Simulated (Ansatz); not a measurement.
**AlSiN+ (doublet): wave-function methods side by side, def2-QZVPP**

An exercise on one series of results from a longer session: the logs are not shown, and one member is left open.

Method: def2-QZVPP, core rule «outside noble gas», up to 11 orbitals frozen; program: Ansatz 0.2.0, Gaussian basis.

The runs, in order: UHF; ROHF; CCSD(T) on UHF.

2 further runs of the same task are left out: 2 set aside as unsound or not needed. Runs told in other sessions of the task aren't counted.

### The geometry

The geometry is a PBE0/def2-TZVP stationary point (not a proven minimum) of the parent state, kept for this charge and spin.

3 atoms, charge 1, spin multiplicity 2.

Atoms are counted from 1 here; the program's logs count them from 0.

Bond lengths: Al1–Si2 2.631 Å, Si2–N3 1.573 Å. Angles: Al1–Si2–N3 180.0°.

Set-up of the first run:

in.yaml

```yaml
crystal:
  periodic: [false, false, false]
  atoms:
    - {symbol: Al, position_ang: [0.000000, 0.000000, 2.278300]}
    - {symbol: Si, position_ang: [0.000000, 0.000000, -0.352400]}
    - {symbol: N, position_ang: [0.000000, 0.000000, -1.925900]}
basis:
  gaussian: {orbitals: "def2-QZVPP.json"}
total_charge: 1
magnetization: {spin_polarized: true, initial_magnetization: 1}
hamiltonian: {xc: hf}
output: {orbitals: {seedname: orbitals}}
```

Command:

```
> ansatz run in.yaml --threads 1 --pin off --events-out ev --progress --plain --max-ram 2393MiB
```

Steps of the session up to this table: UHF; ROHF; CCSD(T) on UHF.

One table of the session follows, with a row left open; its other results are not shown here.

```
  method  from UCCSD(T) (kcal/mol)
    ROHF                   +231.49
     UHF                         ?
    UMP2                    +50.20
   UCCSD                    +14.27
UCCSD(T)                         0
```

Estimate the missing values for UHF.

As computed: from UCCSD(T) (kcal/mol): +222.05. In the column «from UCCSD(T) (kcal/mol)» it lies between UMP2 (+50.20) and ROHF (+231.49).

The program flags UCCSD(T) as in doubt (see the logs), so the zero of the table is itself unsure.

Caveats from the session: The determinant of HF (⟨S²⟩ 1.44) is far from a pure spin state, so its energy mixes those of several spin states; that is harmless only where they are near-degenerate. The determinant of CCSD(T) (⟨S²⟩ 1.71) is far from a pure spin state, so its energy mixes those of several spin states; high orders of coupled cluster remove much of that, low ones don't. The program flags UCCSD(T) as in doubt, so the zero of the table is itself unsure. Warnings: spin contamination; coupled cluster took another determinant than the lowest.
